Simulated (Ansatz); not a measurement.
Process, species as SMILES: CSC + H+ → C[SH+]C
B3LYP-D3(BJ)/def2-TZVP geometries, fixed; electronic energies without zero-point terms; positive where energy is released.

Basis-set convergence of the proton affinity at HF with Ansatz (an electronic-structure program). All functions are spherical. No added dispersion term, no relativity. Functions are those of the species that has most. Reference: the value in pcseg-4, 208.65 kcal/mol, itself unsure by roughly 0.09 kcal/mol (its mean distance from aug-pcseg-3, aug-cc-pV(Q+d)Z, cc-pV(5+d)Z). Deviations are taken from unrounded values.

| basis | functions | proton affinity (kcal/mol) | minus reference (kcal/mol) |
|---|---|---|---|
| def2-SV(P) | 60 | 199.96 | -8.69 |
| def2-SVP | 81 | 205.00 | -3.65 |
| aug-pcseg-1 | 136 | 205.22 | -3.43 |
| aug-cc-pV(D+d)Z | 141 | 207.09 | -1.56 |
| def2-TZVP | 141 | 208.08 | -0.57 |
| def2-TZVPP | 202 | 208.44 | -0.21 |
| jun-cc-pV(T+d)Z | 224 | 208.23 | -0.42 |
| aug-pcseg-2 | 303 | 208.05 | -0.60 |
| aug-cc-pV(T+d)Z | 308 | 208.28 | -0.37 |
| def2-QZVPP | 394 | 208.52 | -0.13 |
| aug-cc-pV(Q+d)Z | 571 | 208.47 | -0.18 |
| aug-pcseg-3 | 602 | 208.62 | -0.03 |

The smallest set listed that lies within 1 kcal/mol of the reference with all its larger relatives (same family, alike in diffuse functions; a set with none counts only in the reference's own line) is def2-TZVP (141 functions, -0.57 kcal/mol off).
